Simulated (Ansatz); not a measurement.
We consider 1T (CdI2-type) SnSe2, described by G0W0@PBEsol in Ansatz (hard PAW, contour deformation, complete-basis limit).

Settings: largest k mesh 9×9×4 (not extrapolated in the mesh).

Cell (measured lattice):

SnSe₂ has the trigonal space group P-3m1 (No. 164), the CdI2 type structure, Pearson symbol hP3. Lattice parameters: a = 3.8110 Å, b = 3.8110 Å, c = 6.1400 Å, α = 90.00°, β = 90.00°, γ = 120.00°. Sn on 1a is surrounded by 6 Se at 2.713 Å (octahedral). Se on 2d is coordinated by 3 Sn at 2.713 Å (trigonal pyramidal). (Neighbours: up to the widest gap in distance over summed covalent radii, below 1.35, at either atom; cation-cation and far metal-metal contacts left out.)

Problem. Predict the band gap.

Solution. 
* **band gap**: 1.06 eV

Measured, for comparison: band gap 0.98 eV (temperature not stated, no zero-point or thermal correction, indirect, our sources range from 0.98 to 1.06; as tabulated in Gonzalez and Oleynik (2016), arXiv:1609.04381).

Note: filled d or f shells below the valence bands can shift G0W0 gaps through exchange with them, which wasn't tested here; cell and atoms aren't relaxed at this level; the gap holds a correction of +0.05 eV to the complete basis, taken at k points off the band edges; the gap is lowered by 0.15 eV for band edges off the mesh, as the parent functional finds them.

Spin–orbit coupling is not included.

The result took roughly 6 core-hours.

Ansatz is a program for electronic structure.
